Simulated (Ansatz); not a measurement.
## Dissociation curves of CH5B (BH2Me)

CH5B: 7 atoms, total charge 0, spin state singlet. As SMILES, `[H]B([H])C`. The coordinates come from a GFN2-xTB relaxation.

```xyz
7

B     0.4448    0.7811    0.0063
H     1.6149    0.7823    0.0090
H    -0.1297    1.7981   -0.0614
C    -0.3372   -0.5740    0.0397
H    -0.4056   -0.9294   -0.9911
H    -1.3583   -0.4963    0.4055
H     0.1709   -1.3619    0.5920
```

The B1–H2 distance is scanned; the parts on either side stay rigid. Basis STO-3G, 2 core orbitals frozen in the correlated methods; program Ansatz 0.2.0. FCI is exact within this basis and core. Energies in eV from each method's value at 1.170 Å; methods without a U are spin-restricted. The shape above is that at 1.170 Å.

| distance (Å) | BLYP | revPBE | B3LYP | CCSDT(Q) | FCI |
| --- | --- | --- | --- | --- | --- |
| 1.170 | 0.00 | 0.00 | 0.00 | 0.00 | 0.00 |
| 1.463 | 0.78 | 0.77 | 0.87 | 0.79 | 0.79 |
| 1.755 | 2.29 | 2.30 | 2.50 | 2.33 | 2.33 |
| 2.340 | 5.07 | 5.13 | 5.57 | 4.71 | 4.71 |
| 2.925 | 6.79 | 6.86 | 7.52 | 5.50 | 5.49 |

Departure from the FCI curve at its largest: BLYP +1.30 eV at 2.92 Å; revPBE +1.37 eV at 2.92 Å; B3LYP +2.03 eV at 2.92 Å; CCSDT(Q) within 0.005 eV. Functionals converge differently with the basis, so for them the departure isn't an error alone.
